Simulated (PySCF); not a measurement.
Property card for `F/C=C/OCF`

Compound: C3H4F2O.
Numbering: `[F:1]/[CH:2]=[CH:3]/[O:4][CH2:5][F:6]` (hydrogens: H7 on C2; H8 on C3; H9, H10 on C5)

Geometry (GFN2-xTB, Å), atoms numbered from 1 in this order:
```xyz
10
C3H4F2O angstrom
F      2.7296    0.4933   -0.0717
C      1.3904    0.3840   -0.1626
C      0.7601   -0.5133    0.5815
O     -0.5678   -0.7613    0.6253
C     -1.3951   -0.0020   -0.1967
F     -2.6571   -0.4285    0.0210
H      0.9743    1.0814   -0.8711
H      1.3019   -1.1592    1.2570
H     -1.3575    1.0700    0.0595
H     -1.1700   -0.1598   -1.2647
```

Among its groups: C=C double bond, ether and C–F bond.

GFN2-xTB geometry:

```yaml
Point_group_of_the_GFN2-xTB_geometry: Cs
Rotational_constants_A_B_C_of_the_GFN2-xTB_geometry: 17.223, 1.440, 1.340 GHz
```

**CAM-B3LYP/def2-SVPD ground state and vertical TDDFT (core frozen in the response) (PySCF)**

```yaml
Dipole_moment: 1.38 D
HOMO_energy: -8.59 eV
LUMO_energy: 1.15 eV
HOMO–LUMO_gap: 9.74 eV
Lowest_singlet_excitation: 6.63 eV (187 nm, f = 0.015)
Strongest_line_among_the_8_lowest_singlet_transitions: S3 at 7.14 eV (174 nm, f = 0.276)
Lowest_triplet_excitation_Tamm–Dancoff: 4.33 eV
Static_isotropic_polarisability: 44.0 au
Electronic_spatial_extent_⟨r²⟩_about_the_centre_of_nuclear_charge: 756 bohr²
```

From delta-SCF UKS SCAN, pcX-2 on the ionised atom, pcseg-1 elsewhere, spin-free X2C (PySCF):

```yaml
Core_binding_energies: C1s 292.7 (C3), C1s 292.9 (C2), C1s 295.4 (C5), O1s 540.0 (O4), F1s 693.2 (F1), F1s 693.4 (F6) eV
```

Monoisotopic mass (most abundant isotopes): 94.0230 u.

The polarisability is 6.51 Å³ as a volume (1 au = 0.148185 Å³), or 0.92 au for each of the 48 electrons. The vertical singlet–triplet gap S1 − T1 is 2.30 eV (TDDFT singlet less Tamm–Dancoff triplet; S1: HOMO→LUMO, weight 0.53, beside HOMO→LUMO+2, weight 0.35; T1: HOMO→LUMO+1, weight 0.94). The dipole matches unit charges of opposite sign 0.29 Å apart (1 e·Å = 4.8032 D). The principal polarisabilities are 33.6, 43.0 and 55.4 au; their mean is the isotropic value. With B = h/(8π²I), that is 505.379 GHz u Å² over I, the principal moments of inertia are 29.3, 351.0 and 377.0 u Å² (most abundant isotopes); the inertial defect Ic − Ia − Ib is -3.3 u Å² (zero for a rigid planar frame, negative otherwise).

The structure is a single GFN2-xTB conformer in the gas phase; no vibrational or solvent corrections.
